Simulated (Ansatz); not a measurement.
Ansatz (a first-principles code) input for CH3S, SMILES C[S] (connectivity only; charge and spin as stated), charge -1, multiplicity 1, ωB97X-V/def2-TZVPD. Geometry optimised at PBE0-D3(BJ)/def2-TZVPD. The multiplicity is an assumed one; other spin states were not compared. The isomer is the one that the SMILES or the coordinates give; other isomers of the formula were not compared.

Ansatz 0.2 input:
```yaml
crystal:
  periodic: [false, false, false]
  atoms:
    - {symbol: C, position_ang: [0.00000000, -0.00000000, -1.11595185]}
    - {symbol: S, position_ang: [-0.00000000, -0.00000000, 0.70438457]}
    - {symbol: H, position_ang: [-0.88241504, 0.50946256, -1.52481401]}
    - {symbol: H, position_ang: [0.88241504, 0.50946257, -1.52481401]}
    - {symbol: H, position_ang: [0.00000000, -1.01892513, -1.52481401]}
basis:
  gaussian:
    orbitals: def2-TZVPD
hamiltonian:
  xc: {name: wB97X-V}
total_charge: -1
```

Output:

```
WARN ansatz: RAYON_NUM_THREADS=1 ignored (pool sized by the plan → 1); use --threads N
Functional definition: wB97X-V
integrals: 0.04 GiB planned
623 factors; their error is unknown
integrals: 0.07 GiB planned
214 factors; integrals over basis functions are off by at most 5.4e-5 eV
mean field: 0.40 GiB planned
mean field evaluation 1: about -11920.0005 eV, gradient 1.3e1 eV
mean field evaluation 2: about -11920.4411 eV, gradient 8.1e0 eV
mean field evaluation 4: about -11920.6028 eV, gradient 5.5e-1 eV
mean field evaluation 8: about -11920.6151 eV, gradient 2.7e-1 eV
mean field evaluation 16: about -11920.6153 eV, gradient 1.6e-5 eV
mean field -11920.61525980 eV, -438.0745307146 hartree, gradient 1.6e-5 eV, S^2 0.000000; 0 other end points of the search recorded, 0 dependent functions left out
reference -11920.61525749 eV, -438.0745306294 hartree; 13, 13 occupied and 97, 97 virtual orbitals, 623 factors
Total energy: -11920.61525749 eV, -438.0745306294 hartree
```

The calculation finished and met its thresholds.
